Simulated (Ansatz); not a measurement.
This geometry of C2H2F2O (7 atoms, charge 0, multiplicity 1) is a first-order saddle point.

Computed with RKS BHLYP-D4/cc-pVDZ in Ansatz.

```xyz
7
Properties=species:S:1:pos:R:3
F 0.882 -1.497 0.681
C 0.518 -0.244 0.759
O -1.144 -0.007 0.073
C 0.037 0.293 -0.542
F 0.226 1.605 -0.763
H -0.681 0.070 1.188
H 0.223 -0.287 -1.442
```

Which two structures does it join? (They come from a converged band through this point; their orientation in space is the band's.)

Bonds broken: C2–O3, C2–H6. Bonds formed: O3–H6.

Image 0:

```xyz
7
Properties=species:S:1:pos:R:3
F 0.605 -1.507 0.827
C 0.030 -0.310 0.650
O -1.094 -0.310 -0.166
C 0.050 0.307 -0.654
F -0.024 1.641 -0.759
H -0.031 0.259 1.572
H 0.526 -0.149 -1.516
```

Image 8:

```xyz
7
Properties=species:S:1:pos:R:3
F 1.207 -1.594 0.374
C 0.861 -0.396 0.746
O -1.251 0.116 0.121
C 0.023 0.181 -0.375
F 0.418 1.467 -0.585
H -1.251 0.522 0.994
H 0.054 -0.364 -1.321
```

How far does it lie above each of them?

68.8 kcal/mol above the first and 20.0 kcal/mol above the second. This is the barrier of this one path; another mechanism may lie lower. The orbitals stay closed-shell, which can raise the energy where a bond breaks towards radicals; this wasn't checked here.

The run took 2.9 min on 1 thread of Arm Neoverse V1 (shared host), peak memory 0.15 GiB.
